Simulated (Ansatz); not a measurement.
Cost and result for the atomization energy of BH$_{2}$S (`[BH]S`) radical (4 atoms, 3 bonds).

The species carries charge 0 and has multiplicity 2. All single points use the PBE0-D4/def2-TZVP geometry. Program: Ansatz. Hardware: A = 2 threads of an AMD EPYC 7R13 on a shared host; B = 2 threads of an AMD EPYC 7R13 on a shared host and a share of an NVIDIA H100 80 GB. Times are those of one run each, without the atoms' runs, and a repeat can differ threefold. Electronic energies, without spin–orbit coupling; frozen cores. CCSD(T)/CBS extrapolates def2-TZVPP and def2-QZVPP, and its time is that of the two runs behind it. T1 = 0.018; ⟨S²⟩ of the reference is 0.76.

CCSD(T)/CBS is a level of theory with its own doubt, some kJ/mol a heavy atom from the limit and from the frozen cores, so smaller differences don't rank the functionals.

| level | functions | wall time |
| --- | --- | --- |
| CCSD(T)/def2-SVP [A] | 42 | 0.4 s |
| LDA (SPW92)/def2-TZVPP [A] | 101 | 0.55 s |
| BLYP-D4/def2-TZVPP [A] | 101 | 0.96 s |
| revPBE-D4/def2-TZVPP [A] | 101 | 1 s |
| PBE-QIDH/def2-TZVPP [A] | 101 | 1.1 s |
| BHLYP-D4/def2-TZVPP [A] | 101 | 1.1 s |
| PBE-D4/def2-TZVPP (with forces) [A] | 101 | 1.1 s |
| CAM-B3LYP-D4/def2-TZVPP [A] | 101 | 1.1 s |
| B97M-V/def2-TZVPP [A] | 101 | 2.8 s |
| ωB97M-V/def2-TZVPP (with forces) [A] | 101 | 3.3 s |
| CCSD(T)/def2-TZVPP [A] | 101 | 4.8 s |
| CCSD(T)/def2-QZVPP [B] | 187 | 9.5 s |
| CCSD(T)/CBS(def2) | – | 14 s |

Problem. What atomization energy does each give, and how far from CCSD(T)/CBS? (Estimate.)

Solution. Ansatz gave: 
| level | atomization (kJ/mol) | difference from CCSD(T)/CBS | per bond |
| --- | --- | --- | --- |
| CCSD(T)/def2-SVP [A] | 1047.2 | -59.8 | -19.9 |
| LDA (SPW92)/def2-TZVPP [A] | 1287.9 | 180.9 | 60.3 |
| BLYP-D4/def2-TZVPP [A] | 1122.7 | 15.7 | 5.2 |
| revPBE-D4/def2-TZVPP [A] | 1127.4 | 20.4 | 6.8 |
| PBE-QIDH/def2-TZVPP [A] | 1118.2 | 11.2 | 3.7 |
| BHLYP-D4/def2-TZVPP [A] | 1096.7 | -10.3 | -3.4 |
| PBE-D4/def2-TZVPP (with forces) [A] | 1152.4 | 45.4 | 15.1 |
| CAM-B3LYP-D4/def2-TZVPP [A] | 1122.8 | 15.8 | 5.3 |
| B97M-V/def2-TZVPP [A] | 1144.4 | 37.4 | 12.5 |
| ωB97M-V/def2-TZVPP (with forces) [A] | 1124.1 | 17.1 | 5.7 |
| CCSD(T)/def2-TZVPP [A] | 1077.9 | -29.1 | -9.7 |
| CCSD(T)/def2-QZVPP [B] | 1094.8 | -12.2 | -4.1 |
| CCSD(T)/CBS(def2) | 1107.0 | 0.0 | 0.0 |

From r2SCAN to r2SCAN0 (25 % exact exchange), in def2-TZVPP and without D4, the atomization energy moves by −19.7 kJ/mol: exact exchange takes away binding that semilocal exchange gives to molecules. Leaving LDA and LC-ωPBE aside and taking each functional with its dispersion term where it has one, the values, not all of them listed here, spread over 56.1 kJ/mol, from BHLYP-D4 to r2SCAN-D4. LDA lies +140.4 kJ/mol from PBE without D4, its usual overbinding. In def2-TZVPP, CCSD(T) changes the Hartree–Fock value by +233.5 kJ/mol (the triples alone add +17.5 kJ/mol) and MP2 by +250.3 kJ/mol; breaking electron pairs costs correlation energy, which Hartree–Fock lacks.
